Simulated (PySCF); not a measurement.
input.py for S2⁺

Input:

```python
from pyscf import gto, scf, cc

mol = gto.M(
    atom='S 0 0 0; S 0 0 1.863',
    basis='pcseg-1',
    charge=1,
    spin=1,
    verbose=4,
)
mf = scf.ROHF(mol)
mf.kernel()
mycc = cc.CCSD(mf, frozen=10)
mycc.kernel()
mf.dip_moment()
print('orbital energies (hartree):', mf.mo_energy[..., max(0, mol.nelec[1]-3):mol.nelec[0]+3].round(4))
```

```bash
$ python input.py
```

The log (some set-up lines and the per-cycle HOMO/LUMO lines with their warnings removed):

```
PySCF version 2.14.0

[INPUT] Symbol           X                Y                Z      unit          X                Y                Z       unit  Magmom
[INPUT]  1 S      0.000000000000   0.000000000000   0.000000000000 AA    0.000000000000   0.000000000000   0.000000000000 Bohr   0.0
[INPUT]  2 S      0.000000000000   0.000000000000   1.863000000000 AA    0.000000000000   0.000000000000   3.520559770065 Bohr   0.0

nuclear repulsion = 72.7157090689855
number of shells = 6
number of NR pGTOs = 88
number of NR cGTOs = 36
basis = pcseg-1
ecp = {}

******** <class 'pyscf.scf.rohf.ROHF'> ********
method = ROHF
initial guess = minao
damping factor = 0
level_shift factor = 0
DIIS = <class 'pyscf.scf.diis.CDIIS'>
SCF conv_tol = 1e-09
SCF max_cycles = 50
num. doubly occ = 15  num. singly occ = 1
init E= -795.104190371759

cycle= 1 E= -794.577575340421  delta_E= 0.527  |g|= 0.363  |ddm|= 1.55
cycle= 2 E= -794.631523498924  delta_E= -0.0539  |g|= 0.108  |ddm|= 0.625
cycle= 3 E= -794.63521269446  delta_E= -0.00369  |g|= 0.0136  |ddm|= 0.125
cycle= 4 E= -794.635307117256  delta_E= -9.44e-05  |g|= 0.00312  |ddm|= 0.0231
cycle= 5 E= -794.635313016592  delta_E= -5.9e-06  |g|= 0.000361  |ddm|= 0.00575
cycle= 6 E= -794.63531309582  delta_E= -7.92e-08  |g|= 4.21e-05  |ddm|= 0.000591
cycle= 7 E= -794.635313097048  delta_E= -1.23e-09  |g|= 6.02e-06  |ddm|= 8.6e-05
cycle= 8 E= -794.635313097074  delta_E= -2.61e-11  |g|= 6.19e-07  |ddm|= 1.43e-05
Extra cycle  E= -794.635313097074  delta_E= 2.27e-13  |g|= 2.06e-07  |ddm|= 1.13e-06
converged SCF energy = -794.635313097074

WARN: RCCSD method does not support ROHF method. ROHF object is converted to UHF object and UCCSD method is called.

******** <class 'pyscf.cc.uccsd.UCCSD'> ********
CC2 = 0
CCSD nocc = (np.int64(6), np.int64(5)), nmo = (26, 26)
frozen orbitals 10
max_cycle = 50
direct = 0
conv_tol = 1e-07
conv_tol_normt = 1e-06
Init t2, MP2 energy = -0.25846802632517
Init E_corr(UCCSD) = -0.262245049884545
cycle = 1  E_corr(UCCSD) = -0.261628445373714  dE = 0.000616604511  norm(t1,t2) = 0.0921907
cycle = 2  E_corr(UCCSD) = -0.273611761331258  dE = -0.011983316  norm(t1,t2) = 0.0308241
cycle = 3  E_corr(UCCSD) = -0.273673134996697  dE = -6.13736654e-05  norm(t1,t2) = 0.0128181
cycle = 4  E_corr(UCCSD) = -0.275562986740328  dE = -0.00188985174  norm(t1,t2) = 0.00647386
cycle = 5  E_corr(UCCSD) = -0.275421692161304  dE = 0.000141294579  norm(t1,t2) = 0.00147556
cycle = 6  E_corr(UCCSD) = -0.275422367109158  dE = -6.74947853e-07  norm(t1,t2) = 0.000288482
cycle = 7  E_corr(UCCSD) = -0.275431581154403  dE = -9.21404525e-06  norm(t1,t2) = 9.69398e-05
cycle = 8  E_corr(UCCSD) = -0.275430433313704  dE = 1.1478407e-06  norm(t1,t2) = 2.90172e-05
cycle = 9  E_corr(UCCSD) = -0.275430048302457  dE = 3.85011246e-07  norm(t1,t2) = 1.09543e-05
cycle = 10  E_corr(UCCSD) = -0.275430149761916  dE = -1.01459458e-07  norm(t1,t2) = 2.77256e-06
cycle = 11  E_corr(UCCSD) = -0.275430128277026  dE = 2.14848898e-08  norm(t1,t2) = 9.89634e-07
UCCSD converged
E(UCCSD) = -794.9107432253505  E_corr = -0.275430128277026

WARN: System has nonzero charge 1; the dipole moment is origin-dependent.
Location of origin: [0. 0. 0.]

Dipole moment(X, Y, Z, Debye):  0.00000,  0.00000,  4.47419
orbital energies (hartree): [-0.8114 -0.7661 -0.7423 -0.4629 -0.3188 -0.1044  0.0855]
```

In short: E(SCF) = -794.635313 Eh, 8 cycles, E(CCSD) − E(SCF) = -0.27543 Eh.

Wall time 1 s on one thread of a shared host.

The bond length is a typed value, not an optimised one. The dipole of an ion depends on the origin. No search for the lowest solution was made.
